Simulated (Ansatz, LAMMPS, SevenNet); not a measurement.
How well does each level of theory give the lattice constant a of hcp Sc?

Reference value: 3.309 Å (measured, 293 K, not corrected to a static lattice; as tabulated in Wikipedia's data pages).

```tsv
level (code)	value (Å)	difference (%)
Lennard-Jones uff-vdw (LAMMPS)	3.202	-3.23
SevenNet-l3i5	3.315	+0.18
LDA (Ansatz)	3.230	-2.39
PBE (Ansatz)	3.320	+0.33
PBE-D3(BJ) (Ansatz)	3.267	-1.27
rVV10 (Ansatz)	3.303	-0.18
r²SCAN (Ansatz)	3.330	+0.63
r²SCAN-D4 (Ansatz)	3.318	+0.27
PBE0 (Ansatz)	3.346	+1.12
```

Leaving aside Lennard-Jones uff-vdw (doubt noted below): The reference is not for a static lattice or low temperature, so close values are not ranked against it. Off by more than 1.25 %, or 1.75 % on the side where a correction would as a rule narrow the miss (bounds picked here): LDA (-2.39 %).

The reference isn't brought to a static lattice, while the calculations are for one, so the differences are not the levels' errors alone. The crystal itself was run without spin with LDA, PBE, PBE-D3(BJ), rVV10, r²SCAN, r²SCAN-D4, PBE0; a magnetic state was not tried in these runs. Lennard-Jones uff-vdw: this is a force field's van der Waals term alone, without bonds or charges. Cutoffs and k meshes differ between the levels. Ansatz's density-functional and Hartree–Fock values are scalar-relativistic unless marked +SOC, with PAW data made under PBE.

Machine-learned potentials (SevenNet-l3i5) are trained on DFT data: a solid inside that data is no test of them.

Differences are worked out from the printed values.

Ansatz is a quantum-chemistry and plane-wave program.
